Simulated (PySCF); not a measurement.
Species: ZnS (singlet state).
SMILES: `[S]=[Zn]`

Level of theory: PBE0-D3(BJ)/def2-SVP geometry optimisation, gas phase (PySCF).

Take the most abundant isotopes and a rigid rotor. 

(1) What are the moment of inertia and the rotational constant?

(2) List the first levels of a rigid rotor in a Σ state.

(3) Where do the first rotational lines fall?

Results:

(1) I = 89.984 u·Å², B = 505379 MHz·u·Å²/I = 5616 MHz (0.1873 cm⁻¹, or 0.270 K as hB/k). For two atoms I = μr² with μ = 21.3130 u and r = 2.0548 Å.

(2) E(J) = BJ(J+1): J = 1: 0.375, J = 2: 1.124, J = 3: 2.248, J = 4: 3.747, J = 5: 5.620, J = 6: 7.868 cm⁻¹.

(3) The dipole is 5.83 D; J+1 ← J lies at 2B(J+1): 1 ← 0 at 11.23 GHz, 2 ← 1 at 22.47 GHz, 3 ← 2 at 33.70 GHz, 4 ← 3 at 44.93 GHz, 5 ← 4 at 56.16 GHz, 6 ← 5 at 67.40 GHz.

No PBE0-D3(BJ)/def2-SVP frequencies stand behind this structure, so it isn't proved a minimum. Zero-point vibration and centrifugal distortion are left out.
